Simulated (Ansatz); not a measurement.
**Predicting a hybrid from its neighbours: BH3O2**

BH3O2 has 6 atoms, charge 0, and is taken as a singlet. As SMILES, `OBO`. The coordinates come from a PBE0-D4/def2-TZVP relaxation. This is one conformer, not always the lowest.

The HOMO–LUMO gap y, in eV, basis def2-TZVP; a is the functional's share of exact exchange. Programs: Ansatz 0.2.0.

```
functional  program     a  y (eV)
    revPBE   Ansatz     0    7.51
    r2SCAN   Ansatz     0    8.25
     B3LYP   Ansatz   0.2    9.45
   r2SCAN0   Ansatz  0.25   10.58
      PBE0   Ansatz  0.25       ?
     BHLYP   Ansatz   0.5   12.21
```

Fit y = c + s·a to the known rows and predict PBE0.


1. Means of the 5 rows: a = 0.1900, y = 9.600.
2. Σ(Δa)² = 0.172, Σ(Δa·Δy) = 1.52, so the slope is 1.52/0.172 = 8.8372.
3. Intercept: 9.600 − (8.8372) × 0.1900 = 7.921. The largest residual of the fit is 0.45.
4. PBE0: 7.921 + (8.8372) × 0.25 = 10.13 eV.

The run gave 10.05 eV, so the prediction is off by +0.08 eV, within the largest residual. Exact exchange lowers occupied levels and raises empty ones. The rows mix families of semi-local functionals, which the line can't see.
